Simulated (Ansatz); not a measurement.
# CO (singlet): wave-function methods side by side, 6-31G

An exercise on one series of results from a longer session: the logs are not shown, and one member is left open.

Computed with Ansatz 0.2.0, Gaussian basis. Level: 6-31G, core rule «outside noble gas», up to 2 orbitals frozen.

The runs, in order: UHF; CCSD(T) on RHF; BCCD(T) on RHF; CISD; CCSDT(Q) on RHF; CISDTQ; CCSDTQ on RHF; CASSCF and MRCISD+Q, 10 electrons in 8 orbitals; CASSCF and NEVPT2, 10 electrons in 8 orbitals; Full CI.

10 further runs of the same task are left out: 4 that didn't finish, 6 set aside as unsound or not needed. Runs told in other sessions of the task aren't counted.

### The geometry

The geometry is a PBE0/def2-TZVP stationary point (not a proven minimum) of the parent state, kept for this charge and spin.

2 atoms, charge 0, spin multiplicity 1.

Atoms are counted from 1 here; the program's logs count them from 0.

Bond lengths: O1–C2 1.196 Å.

Set-up of the first run:

in.yaml reads:

```yaml
crystal:
  periodic: [false, false, false]
  atoms:
    - {symbol: O, position_ang: [0.000000, 0.000000, 0.000000]}
    - {symbol: C, position_ang: [0.000000, 0.000000, 1.195530]}
basis:
  gaussian: {orbitals: 6-31G}
magnetization: {spin_polarized: true, initial_magnetization: 0}
hamiltonian: {xc: hf}
output: {orbitals: {seedname: orbitals}}
```

The run is started by

```console
> ansatz run in.yaml --threads 1 --pin off --events-out ev --progress --plain --max-ram 2393MiB
```

Steps of the session up to this table: UHF; CCSD(T) on RHF; BCCD(T) on RHF; CISD; CCSDT(Q) on RHF; CISDTQ; CCSDTQ on RHF; CASSCF and MRCISD+Q, 10 electrons in 8 orbitals; CASSCF and NEVPT2, 10 electrons in 8 orbitals; Full CI.

One of the session's tables, all rows but one given; the rest of the session is left out.

It belongs to the step «Misses and costs». 

| method | from FCI (kcal/mol) |
| --- | --- |
| RHF | ? |
| RMP2 | +3.27 |
| CISD | +15.86 |
| RCCSD | +7.22 |
| RCCSD(T) | +0.89 |
| BCCD(T) | +0.69 |
| RCCSDT | +0.57 |
| CISDTQ | +1.11 |
| RCCSDT(Q) | -0.03 |
| RCCSDTQ | +0.04 |
| CASSCF valence | +48.78 |
| NEVPT2 valence | +11.90 |
| MRCISD valence | +2.08 |
| MRCISD+Q valence | +0.80 |
| FCI | 0 |

**Question.** Estimate the row for RHF.

The run gave: from FCI (kcal/mol): +143.01. In the column «from FCI (kcal/mol)» it is the highest.
